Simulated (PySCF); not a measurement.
**Stretching CO**

Set-up: C def2-TZVPPD, O def2-TZVPPD; no relativity (PySCF 2.14). Energies in eV from C + O in their ground configurations at the same level. State: ¹Σ⁺ (singlet), closed shell.

All columns are PBEsol. A positive dipole means C(−)O(+).

```
R (Å)   E (eV)  μ (D)  Mulliken charge on C (basis-dependent)  HOMO (eV)  LUMO (eV)  Mayer bond order  ⟨S²⟩
0.968   -9.649   0.73                                   -0.20      -8.53      -0.20              2.72  0.00
1.012  -10.937   0.60                                   -0.13      -8.66      -0.72              2.62  0.00
1.058  -11.688   0.46                                   -0.07      -8.78      -1.23              2.53  0.00
1.091  -11.983   0.36                                   -0.02      -8.87      -1.59              2.46  0.00
1.125  -12.098   0.25                                    0.01      -8.96      -1.93              2.40  0.00
1.159  -12.072   0.14                                    0.05      -9.03      -2.26              2.34  0.00
1.204  -11.867  -0.01                                    0.08      -9.13      -2.67              2.29  0.00
1.260  -11.419  -0.20                                    0.12      -9.23      -3.14              2.24  0.00
1.327  -10.702  -0.42                                    0.16      -9.32      -3.64              2.23  0.00
1.417   -9.595  -0.72                                    0.19      -9.39      -4.20              2.26  0.00
```

A fit through these points gives, at Re = 1.135 Å, μ = 0.22 D and dμ/dR = -3.25 D/Å; the reduced mass is 6.856 u.

**Question.** How strong is the fundamental in the double-harmonic approximation, I = 42.26·(dμ/dR)²/μred km/mol?

**Answer.** I = 42.26·(-3.25)²/6.856 = 65.1 km/mol at PBEsol.
